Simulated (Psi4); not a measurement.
Psi4 input (wB97X-D/6-311+G**):

```
memory 1500 MB

molecule {
1 1
C     1.24148412   -0.38487645   -0.02448150
C     0.13162726    0.61399813   -0.00546734
O    -1.21553909   -0.18225276   -0.04318967
H    -2.01707153    0.37302904   -0.00729226
H     0.07373152    1.22038304    0.89478114
H     0.04921562    1.21477509   -0.90633540
H     2.17782210    0.17928470   -0.03733501
H     1.25514759   -1.00629661    0.87265789
H     1.21308039   -1.00752305   -0.91762756
H    -1.26628133   -0.89036033    0.62636158
symmetry c1
no_reorient
no_com
}

set {
  basis 6-311+G**
  reference rks
  scf_type pk
  dft_radial_points 99
  dft_spherical_points 590
  e_convergence 1e-8
  d_convergence 1e-7
  maxiter 150
}

e = energy('wb97x-d')
print_out(f'\nFINAL {e:.10f} DIPOLE {variable("CURRENT DIPOLE")[0]:.6f} {variable("CURRENT DIPOLE")[1]:.6f} {variable("CURRENT DIPOLE")[2]:.6f}\n')
```

Task: Predict the final energy.

Result: -155.35050 Eh.
